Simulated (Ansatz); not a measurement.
A nudged elastic band was laid between two geometries of C₂H₇N (10 atoms, charge 0, multiplicity 1).

Level of theory: Ansatz 0.2.0, RHF/def2-TZVP.

```json
{"movable images": "5", "climbing image": "yes", "spring": "5.0 eV/Å²", "optimiser": "quadratic models (default)", "start path": "through a guess of the saddle point", "force threshold": "0.03 eV/Å", "iteration limit": "6", "end points": "relaxed"}
```

Initial state:

```xyz
10
Properties=species:S:1:pos:R:3
C -0.790 0.496 -0.524
C 0.079 -0.652 -0.018
N 1.192 -0.266 0.829
H -1.598 0.127 -1.148
H -0.205 1.196 -1.113
H -1.231 1.044 0.304
H 0.479 -1.202 -0.863
H -0.535 -1.352 0.539
H 0.875 0.209 1.649
H 1.816 0.350 0.349
```

Final state:

```xyz
10
Properties=species:S:1:pos:R:3
C -0.802 0.508 -0.637
C 0.067 -0.557 0.009
N 1.227 0.043 0.648
H -1.659 0.059 -1.129
H -0.235 1.069 -1.370
H -1.176 1.208 0.105
H 0.425 -1.241 -0.753
H -0.540 -1.145 0.700
H 1.824 -0.653 1.044
H 0.953 0.658 1.386
```

Question: Which bonds break or form, and what moves?

Answer: No bond is made or broken. The dihedral C1–C2–N3–H9 goes from 60 to -178°.

Question: What energy profile does the band end with?

Answer: The forces met the threshold. The highest image is number 3 of 0 to 6, 9.6 kJ/mol above the first end and 10.3 kJ/mol above the last; the last end lies 0.6 kJ/mol below the first. Another band between the same ends (5 images) ends at a top of the same energy, where a vibrational analysis finds 1 clearly imaginary mode.

| image | path coordinate (Å) | energy (kJ/mol) | dihedral C1–C2–N3–H9 (°) |
| --- | --- | --- | --- |
| 0 | 0.00 | 0.0 | 60 |
| 1 | 0.40 | 2.2 | 79 |
| 2 | 0.79 | 7.1 | 100 |
| 3 | 1.19 | 9.6 | 121 |
| 4 | 1.60 | 6.9 | 142 |
| 5 | 2.01 | 1.7 | 163 |
| 6 | 2.43 | -0.6 | -178 |

Question: What is the geometry of the highest image?

Answer: 
```xyz
10
Properties=species:S:1:pos:R:3
C -0.759 0.498 -0.601
C 0.067 -0.632 -0.006
N 1.257 -0.158 0.694
H -1.606 0.107 -1.155
H -0.160 1.092 -1.285
H -1.137 1.156 0.176
H 0.367 -1.305 -0.803
H -0.555 -1.212 0.670
H 1.268 -0.433 1.651
H 1.341 0.835 0.661
```

Run time: 26 s on 2 threads of Arm Neoverse V1 (shared host), peak memory 0.22 GiB.
